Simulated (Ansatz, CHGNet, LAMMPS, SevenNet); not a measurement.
## How well does each level of theory give the elastic constant C13 of hcp Ti?

Reference value: 68 GPa (measured, 4 K, zero-point motion not removed; as tabulated in Ferrari et al. (2019), arXiv:1905.01197).

| level (code) | value (GPa) | cell (Å³/atom) |
|---|---|---|
| Lennard-Jones jacobson2022 (LAMMPS) | 164 | 17.78 |
| CHGNet-r²SCAN | 121 | 17.38 |
| SevenNet-0 | 91.1 | 17.41 |
| SevenNet-l3i5 | 108 | 17.37 |
| LDA (Ansatz) | 92.1 | 16.10 |
| PBE (Ansatz) | (withheld) | 17.39 |
| PBEsol (Ansatz) | (withheld) | 16.73 |
| r²SCAN (Ansatz) | (withheld) | 17.31 |
| HSE06 (Ansatz) | 74.0 | 17.19 |

Q: Complete the blanks.

A: 
- PBE (Ansatz, a quantum-chemistry and plane-wave program), value (GPa): 75.3
- PBEsol (Ansatz), value (GPa): 82.7
- r²SCAN (Ansatz), value (GPa): 77.4

Differences against the reference: Lennard-Jones jacobson2022 +141 %, CHGNet-r²SCAN +78 %, SevenNet-0 +34 %, SevenNet-l3i5 +59 %, LDA +35 %, PBE +10.7 %, PBEsol +22 %, r²SCAN +13.8 %, HSE06 +8.8 %.

Of the ranked levels HSE06 (+8.8 %) comes nearest. Among them Lennard-Jones jacobson2022 (+141 %) misses by most. Every level misses the reference by more than 5 %. All 9 levels lie above the reference.

The measured value isn't corrected to a static lattice, so vibrations enter the comparison. The crystal itself was run without spin with LDA, PBE, PBEsol, r²SCAN, HSE06; a magnetic state was not tried in these runs. HSE06: hybrids on metals are sensitive to the k mesh. Each level is taken at its own relaxed cell. Cutoffs and k meshes differ between the levels. Ansatz's density-functional and Hartree–Fock values are scalar-relativistic unless marked +SOC, with PAW data made under PBE.

Empirical potentials (Lennard-Jones jacobson2022) are fitted to chosen data: where that held the value shown, agreement is built in, and what lay outside the fit can be far off. Machine-learned potentials (CHGNet-r²SCAN, SevenNet-0, SevenNet-l3i5) are trained on DFT data: a solid inside that data is no test of them.

Differences are worked out from the printed values.
